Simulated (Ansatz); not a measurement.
Coupled-cluster run, BH4N2, SMILES `N[B]N` radical.

```yaml
crystal:
  periodic: [false, false, false]
  atoms:
    - {symbol: N, position_ang: [-1.022139, 0.109663, -0.711931]}
    - {symbol: B, position_ang: [-0.010786, -0.662381, -0.133788]}
    - {symbol: N, position_ang: [1.036776, -0.223502, 0.680544]}
    - {symbol: H, position_ang: [-1.739723, -0.289904, -1.287072]}
    - {symbol: H, position_ang: [-1.107228, 1.109304, -0.598079]}
    - {symbol: H, position_ang: [1.180608, 0.739071, 0.949334]}
    - {symbol: H, position_ang: [1.723793, -0.850351, 1.055293]}
basis:
  gaussian: {orbitals: def2-TZVPP}
magnetization: {spin_polarized: true, initial_magnetization: 1}
correlation: {method: ccsd_t}
scf: {omitted_lower_state_checks: [cluster_reference]}
output: {orbitals: {seedname: orbitals}}
```

```sh
$ ansatz run in.yaml --threads 2 --pin off --events-out ev --progress --plain --max-ram 32768MiB --backend cpu
```

Output of Ansatz, abridged:

```
Functional definition: HF
881 factors; integrals over basis functions are off by at most 1.2e-3 eV
mean field evaluation 1: about -3696.3831 eV, gradient 3.0e1 eV
mean field evaluation 2: about -3696.3851 eV, gradient 3.0e1 eV
mean field evaluation 4: about -3700.5451 eV, gradient 2.8e0 eV
mean field evaluation 8: about -3700.6590 eV, gradient 1.5e-1 eV
mean field -3700.65953262 eV, -135.9967294268 hartree, gradient 5.0e-6 eV, S^2 0.754391; 0 other end points of the search recorded, 0 dependent functions left out
3 core orbitals not correlated: weight in the atoms' cores, before any rotation towards them, 1.000 or more for the frozen orbitals, at most 0.000 for the correlated occupied ones
reference -3700.65953262 eV, -135.9967294268 hartree; 9, 8 occupied and 137, 138 virtual orbitals, 881 factors
second order -13.70089661 eV of doubles, -0.00000000 eV of singles
cycle   1  -13.94244479 eV  change   -2.4e-1 eV  update   6.8e-2
cycle   2  -14.23476619 eV  change   -2.9e-1 eV  update   2.1e-2
cycle   3  -14.29457188 eV  change   -6.0e-2 eV  update   1.1e-2
cycle   4  -14.28799277 eV  change    6.6e-3 eV  update   3.3e-3
cycle   5  -14.28780093 eV  change    1.9e-4 eV  update   1.4e-3
cycle   6  -14.28772973 eV  change    7.1e-5 eV  update   4.7e-4
cycle   7  -14.28771372 eV  change    1.6e-5 eV  update   1.6e-4
cycle   8  -14.28774374 eV  change   -3.0e-5 eV  update   6.9e-5
cycle   9  -14.28774193 eV  change    1.8e-6 eV  update   2.4e-5
cycle  10  -14.28773651 eV  change    5.4e-6 eV  update   7.6e-6
perturbative correction -0.54211794 eV, -0.0199224670 hartree
Total energy: -3715.48938708 eV, -136.5417165259 hartree
Checks for a lower state left out: cluster_reference
```

Run time 48 s (2 threads of a server CPU on a shared host); peak host memory 2.4 GiB.

MP2 recovers 92.4 % of the CCSD(T) correlation energy and the triples give 3.7 %; T1 = 0.0121.
